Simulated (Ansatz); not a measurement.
```yaml
crystal:
  periodic: [false, false, false]
  atoms:
    - {symbol: O, position_ang: [-2.194936, 0.198945, 0.000824]}
    - {symbol: Al, position_ang: [-0.622568, 0.082521, 0.000369]}
    - {symbol: Si, position_ang: [1.769971, -0.236639, -0.001061]}
    - {symbol: H, position_ang: [2.187598, 1.226821, 0.006593]}
basis:
  gaussian: {orbitals: def2-TZVP}
hamiltonian: {xc: pbe0}
relax: {f_tol: 0.004, max_steps: 80}
```

```sh
$ ansatz run in.yaml --threads 1 --pin off --events-out ev --progress --plain --max-ram 2176MiB
```

Steps of the relaxation (energy above the last step; positions in Å, forces in eV/Å):

```
4
step 1, 105.6 meV
O    -2.195    0.199    0.001   -1.215   -0.003    0.000
Al   -0.623    0.083    0.000    0.531    0.374    0.002
Si    1.770   -0.237   -0.001    1.026   -0.422   -0.002
H     2.188    1.227    0.007   -0.342    0.051    0.000
```

```
4
step 2, 37.9 meV
O    -2.175    0.161    0.001   -0.102    0.156    0.001
Al   -0.576    0.235    0.001    0.090   -0.377   -0.002
Si    1.870   -0.331   -0.002   -0.156    0.428    0.002
H     2.021    1.207    0.006    0.168   -0.207   -0.001
```

```
4
step 3, 8.9 meV
O    -2.217    0.229    0.001    0.578   -0.062    0.000
Al   -0.606    0.097    0.000   -0.573    0.133    0.001
Si    1.871   -0.286   -0.001    0.110    0.036    0.000
H     2.091    1.232    0.007   -0.115   -0.106   -0.001
```

```
4
step 6, 0.1 meV
O    -2.185    0.244    0.001   -0.039    0.010    0.000
Al   -0.590    0.101    0.000    0.041   -0.012    0.000
Si    1.885   -0.297   -0.001    0.001    0.001    0.000
H     2.030    1.224    0.007   -0.003    0.001    0.000
```

```
4
step 7, 0.0 meV
O    -2.182    0.251    0.001    0.000    0.001    0.000
Al   -0.587    0.094    0.000    0.000    0.000    0.000
Si    1.888   -0.298   -0.001    0.002   -0.001    0.000
H     2.022    1.224    0.007   -0.001    0.000    0.000
```

Close pairs at the end: Si3–H4 1.528 Å, O1–Al2 1.603 Å, Al2–Si3 2.506 Å.

A stationary point of restricted PBE0 after 7 steps (its stability towards spin polarisation wasn't tested); no frequencies were run, so it isn't proven a minimum. 18 s on 1 thread of Arm Neoverse V2, shared host.
